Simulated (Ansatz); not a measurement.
Ansatz (a program for electronic structure) input:
A basis named .json is the Basis Set Exchange file of that set.

Ansatz 0.2 input:
```yaml
crystal:
  periodic: [false, false, false]
  atoms:
    - {symbol: C, position_ang: [-0.90662125, 0.03356361, 0.01032845]}
    - {symbol: O, position_ang: [-0.65976389, -1.22345915, 0.01905495]}
    - {symbol: O, position_ang: [0.01796517, 0.87372362, -0.00828984]}
    - {symbol: H, position_ang: [-1.92429970, 0.42273406, 0.01867193]}
    - {symbol: C, position_ang: [1.44997031, 0.46407951, -0.02130595]}
    - {symbol: H, position_ang: [1.98517887, 1.40495353, -0.03628633]}
    - {symbol: H, position_ang: [1.64490934, -0.10607014, 0.88265114]}
    - {symbol: H, position_ang: [1.62376902, -0.12272839, -0.91889202]}
    - {symbol: H, position_ang: [-1.45526222, -1.78686349, 0.03359938]}
basis:
  gaussian:
    orbitals: cc-pVTZ
    fitting: {mean_field: def2-universal-jkfit, correlation: cc-pVTZ-RIFIT.json}
total_charge: 1
magnetization: {spin_polarized: false}
correlation: {method: mp2, electrons: outside_noble_gas}
```

Task: Predict the final energy.

Result: -228.98487 Eh (RI-MP2/cc-pVTZ). The basis has 190 functions.

It need not be the lowest isomer of its formula.
